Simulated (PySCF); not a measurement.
Molecule: SMILES C1C(Cl)CCC1, C5H9Cl.

Geometry (Å), atoms numbered from 1 in this order:
```xyz
15

Cl    1.990    0.122   -1.396
C     1.176   -0.418    0.128
C     0.573    0.779    0.844
C    -0.713    1.083    0.061
C    -1.112   -0.246   -0.624
C    -0.041   -1.265   -0.209
H     1.949   -0.946    0.701
H     0.337    0.463    1.875
H     1.267    1.628    0.911
H    -1.504    1.472    0.719
H    -0.518    1.859   -0.694
H    -1.112   -0.126   -1.717
H    -2.120   -0.581   -0.341
H    -0.341   -1.794    0.713
H     0.171   -2.028   -0.971
```

Geometry PBE0-D3(BJ)/def2-SVP throughout; GIAO in PySCF 2.14.0 with density-fitted response routines, gas phase, one conformer, non-relativistic; equivalent atoms averaged; functional PBE0.

(1) How do the shifts δ (against HCl, TMS at the same level) depend on the basis set? (ppm; last column core-seconds on shared hosts with different chips, so compare them loosely)

(2) Which nucleus moves most, in ppm?

(3) Taking the largest basis, cc-pVTZ (310 functions), as the yardstick, rank the others by their worst heavy-atom deviation.

Results:

(1) 
```tsv
basis set	functions	Cl1	C2	C3/C6	C4/C5	H7	H11/H12	H9/H15	H8/H14	H10/H13	core-s
STO-3G	43	55.8	62.7	35.9	31.0	2.78	1.60	1.55	1.42	1.31	7.6
6-31G	76	106.1	66.1	38.5	23.3	4.20	2.24	1.98	1.88	1.64	15
pcSseg-0	76	143.7	69.6	40.2	23.3	3.80	1.99	1.76	1.67	1.43	6.7
6-31G*	106	110.3	63.5	36.8	22.0	4.19	2.07	1.94	1.64	1.61	20
def2-SVP	133	135.7	65.3	36.6	20.9	4.02	1.84	1.76	1.43	1.41	26
cc-pVDZ	133	134.0	68.5	38.7	23.0	4.18	1.93	1.86	1.56	1.55	14
pcSseg-1	154	154.9	69.3	39.3	22.6	4.18	2.01	1.87	1.56	1.61	15
aug-cc-pVDZ	223	144.6	69.1	38.3	21.9	4.52	2.09	2.07	1.76	1.73	33
6-311+G(2d,p)	224	155.8	69.5	38.9	22.2	4.44	2.05	2.00	1.70	1.67	58
def2-TZVP	246	154.9	70.0	39.8	22.9	4.41	2.04	1.98	1.72	1.66	68
IGLO-III	309	158.5	70.7	40.5	23.2	4.42	2.11	2.00	1.71	1.68	52
cc-pVTZ	310	144.3	69.5	39.4	22.9	4.43	2.07	1.98	1.70	1.69	56
```

(2) Cl1 (chlorine bonded to C): from 55.8 ppm with STO-3G to 158.5 ppm with IGLO-III. The smallest spread is 0.42 ppm, at H10/H13. Proton shifts span only some 12 ppm, so a few tenths of a ppm matter as much there as several ppm in carbon.

(3) pcSseg-0 0.8 ppm (76 functions), aug-cc-pVDZ 1.1 ppm (223 functions), def2-SVP 8.5 ppm (133 functions), cc-pVDZ 10.3 ppm (133 functions), pcSseg-1 10.6 ppm (154 functions), def2-TZVP 10.6 ppm (246 functions), 6-311+G(2d,p) 11.5 ppm (224 functions), IGLO-III 14.2 ppm (309 functions), 6-31G* 34.0 ppm (106 functions), 6-31G 38.2 ppm (76 functions), STO-3G 88.5 ppm (43 functions).

A small basis that lands close on one nucleus may do so by chance; judge by the trend and by all nuclei.
